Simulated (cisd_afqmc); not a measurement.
Input (AFQMC/CISD/cc-pVTZ; cisd_afqmc is a phaseless AFQMC code with CISD trial states that reads the integrals written by Ansatz):

Ansatz 0.2 input:
```python
import cisd_afqmc

open("ham.yaml", "w").write("""\
crystal:
  periodic: [false, false, false]
  atoms:
    - {symbol: C, position_ang: [-0.00022290, 0.00111095, 2.05650231]}
    - {symbol: C, position_ang: [-0.00006510, 0.00032447, 0.60063127]}
    - {symbol: C, position_ang: [0.00006510, -0.00032447, -0.60063127]}
    - {symbol: C, position_ang: [0.00022290, -0.00111095, -2.05650231]}
    - {symbol: H, position_ang: [-0.00898309, 1.02015987, 2.44984108]}
    - {symbol: H, position_ang: [-0.87824495, -0.51564397, 2.45057652]}
    - {symbol: H, position_ang: [0.88643126, -0.50054472, 2.45075963]}
    - {symbol: H, position_ang: [-0.00845191, 1.01751241, -2.45094374]}
    - {symbol: H, position_ang: [0.88696245, -0.50319218, -2.45002519]}
    - {symbol: H, position_ang: [-0.87771377, -0.51829143, -2.45020830]}
basis:
  gaussian:
    orbitals: cc-pVTZ
magnetization: {spin_polarized: false}
correlation: {method: ccsd, electrons: outside_noble_gas, hamiltonian_folder: ham}
""")
rep = cisd_afqmc.ansatz("ham.yaml")
e_ccsd = rep["correlation"]["coupled_cluster"]["energy"]["hartree"]
out = cisd_afqmc.run("ham", e_ccsd, trial="CISD", walkers=1000, populations=1, threads=12, dt=0.005, steps=40, early=24, settle=10, least=100,
    cut=5e-5, rank_cut=2e-4, target=0.0004, seconds=1500, seed=4, memory=62639, gpu=True)
```

Output:

```
orbitals 200, occupied [11], factors 1045 of 1143, rank of the doubles 593 of 2079
E(HF) = -154.965143
E(CCSD) on the cut factors = -155.650608, shift to the whole factors -0.000011
Energy of the trial state on the determinant = -155.650587
  tau behind 7.2 of longer steps, mean of the populations' last blocks
   2.0  -155.68457
   4.0  -155.68270
   6.0  -155.68244
   8.0  -155.68135
  10.0  -155.68130
  12.0  -155.68251
  14.0  -155.68363
  16.0  -155.68307
  18.0  -155.68496
  20.0  -155.68473
  22.0  -155.68389
  24.0  -155.68522
  26.0  -155.68194
  28.0  -155.67990
  30.0  -155.68358
blocks 144 (0 outliers left out), error by blocks joined: 1: 0.00026, 2: 0.00033, 4: 0.00037, 8: 0.00039
E(AFQMC/CISD) = -155.68296 +/- 0.00039
```
